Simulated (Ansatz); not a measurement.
**Boltzmann transport of Cs2BrF at constant τ**

All numbers below come from Ansatz, DFT PBEsol, scalar-relativistic, plane waves, PAW. Plane waves to 420 eV; Γ-centred k mesh 6×6×6; Gaussian smearing of 0.02 eV. No spin polarisation.

Equilibrium structure at this level:
```
Cs Br F
1.0
     2.27771    1.31504    7.76727
    -2.27771    1.31504    7.76727
     0.00000   -2.63008    7.76727
Cs Br F
2 1 1
Direct
  0.26614 0.26614 0.26614
  0.73386 0.73386 0.73386
  0.50000 0.50000 0.50000
  0.00000 0.00000 0.00000
```

The cell was built by swapping an element in a database structure (itself possibly hypothetical) and relaxing; it need not be the stable form of this composition. Spin–orbit coupling is left out, which matters for heavy elements.

Constant relaxation time and rigid bands. The levels are interpolated over the whole zone and filled by a Fermi function at the stated temperature, with the chemical potential set by the electron count. The Kohn–Sham gap on the mesh is 4.39 eV and isn't corrected.

(1) Give the Seebeck coefficient (μV/K; xx, yy, zz) and the conductivity masses (m_e; principal values, sorted) at 600 K against doping (cm⁻³).

(2) At 10¹⁸ cm⁻³, which carrier is lighter?

## Answers

(1)
```csv
doping,S,m*
n 1e18,-461 -461 -460,0.40 0.40 0.41
n 1e19,-267 -267 -265,0.40 0.40 0.42
n 1e20,-105 -105 -102,0.43 0.43 0.45
n 1e21,-73 -73 -62,0.56 0.56 0.69
p 1e18,844 844 814,4.70 4.70 59.74
p 1e19,646 646 615,4.70 4.70 59.82
p 1e20,448 448 418,4.72 4.72 60.54
p 1e21,251 251 230,4.84 4.84 67.41
```

(2) Electrons, 0.40 against 6.79 m_e (harmonic means of the principal values).